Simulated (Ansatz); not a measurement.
Two shapes of singlet C₃H₄.

Shape 1:

```xyz
7

C     0.0000    0.0000   -1.2389
C     0.0000    0.0000    0.2145
C     0.0000    0.0000    1.4252
H     0.0000   -1.0275   -1.6347
H    -0.8899    0.5138   -1.6347
H     0.8899    0.5138   -1.6347
H     0.0000    0.0000    2.4993
```

Shape 2:

```xyz
7

C     0.0144   -0.0471   -1.2476
C     0.0238   -0.0208    0.2532
C    -0.0267    0.0120    1.3847
H     0.0244   -0.9857   -1.6470
H    -0.8464    0.4966   -1.6522
H     0.8609    0.5449   -1.6084
H     0.0115   -0.0485    2.4954
```

Basis set: cc-pVDZ (spherical functions). Frozen core: 3 orbitals. Charge 0, multiplicity 1.

Computed with Ansatz (development build ahead of 0.2.0); each method stands on the lowest determinant of its kind that the runs found.

(1) Which shape is lower in energy, and by how much in each method?

Results:

(1)

```csv
method,E(2) − E(1) (eV)
RHF,0.441
RHF-MP2,0.759
```

Shape 1 is lower. Caution: no unrestricted run beside it, a lower state can exist.
